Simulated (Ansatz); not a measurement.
System: tetrafluorosilane, SiF₄, net charge 0, singlet state. 
Geometry from a B3LYP-D3(BJ)/def2-TZVP (Ansatz, a quantum-chemistry and plane-wave program) optimisation:
```
Si
F 1 1.5673
F 1 1.5673 2 109.47
F 1 1.5673 2 109.47 3 -120.00
F 1 1.5673 2 109.47 4 -120.00
```

Basis-set convergence of Hartree-Fock and CCSD correlation energies (hartree) with Ansatz. Correlated levels leave the core frozen unless marked. Spin-orbit coupling is left out. No relativistic terms.

```csv
basis,functions,E(HF),"E(corr, CCSD)"
aug-cc-pV(D+d)Z,124,-687.02087,-0.91128
aug-cc-pV(T+d)Z,239,?,?
```

Question: What belongs in the gaps?

Answer: 
- aug-cc-pV(T+d)Z, E(HF): -687.16735
- aug-cc-pV(T+d)Z, E(corr, CCSD): -1.13646
